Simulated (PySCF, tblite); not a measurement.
Breaking a bond: CN, doublet.

Levels: ROKS-BLYP = restricted open-shell BLYP/cc-pVDZ (PySCF 2.14.0); GFN2-xTB, 300 K electronic temperature (tblite); UKS-CAM-B3LYP = unrestricted CAM-B3LYP/cc-pVDZ (PySCF); UCCSD = CCSD on UHF/cc-pVDZ, 2 core orbitals frozen (PySCF); UKS-BLYP = unrestricted BLYP/cc-pVDZ run with PySCF 2.14.0.

Energies are in kcal/mol, each relative to the lowest point of its own curve near equilibrium.

```json
[
 {"R / Å": "0.93", "ROKS-BLYP": "144.7", "GFN2-xTB": "108.5", "UKS-CAM-B3LYP": "132.5", "UCCSD": "146.2", "UKS-BLYP": "144.7"},
 {"R / Å": "1.00", "ROKS-BLYP": "64.2", "GFN2-xTB": "39.2", "UKS-CAM-B3LYP": "55.5", "UCCSD": "64.5", "UKS-BLYP": "64.3"},
 {"R / Å": "1.05", "ROKS-BLYP": "30.5", "GFN2-xTB": "13.5", "UKS-CAM-B3LYP": "24.3", "UCCSD": "30.3", "UKS-BLYP": "30.6"},
 {"R / Å": "1.10", "ROKS-BLYP": "10.9", "GFN2-xTB": "1.7", "UKS-CAM-B3LYP": "7.2", "UCCSD": "10.5", "UKS-BLYP": "10.9"},
 {"R / Å": "1.12", "ROKS-BLYP": "6.1", "GFN2-xTB": "0.0", "UKS-CAM-B3LYP": "3.4", "UCCSD": "5.8", "UKS-BLYP": "6.2"},
 {"R / Å": "1.16", "ROKS-BLYP": "0.8", "GFN2-xTB": "0.5", "UKS-CAM-B3LYP": "0.0", "UCCSD": "0.5", "UKS-BLYP": "0.8"},
 {"R / Å": "1.20", "ROKS-BLYP": "0.0", "GFN2-xTB": "5.1", "UKS-CAM-B3LYP": "1.1", "UCCSD": "0.0", "UKS-BLYP": "0.0"},
 {"R / Å": "1.23", "ROKS-BLYP": "1.7", "GFN2-xTB": "10.6", "UKS-CAM-B3LYP": "4.2", "UCCSD": "2.0", "UKS-BLYP": "1.7"},
 {"R / Å": "1.28", "ROKS-BLYP": "7.9", "GFN2-xTB": "22.7", "UKS-CAM-B3LYP": "12.8", "UCCSD": "8.9", "UKS-BLYP": "7.9"}
]
```

The scan ran from 0.93 to 4.65 Å; beyond the distances shown one of the unrestricted levels run for this scan, shown here or not, changes its spin distribution in one step. The unrestricted determinant behind UCCSD is spin-contaminated at 1.05 to 1.28 Å (<S²> up to 1.6, against 0.75 for a pure doublet).
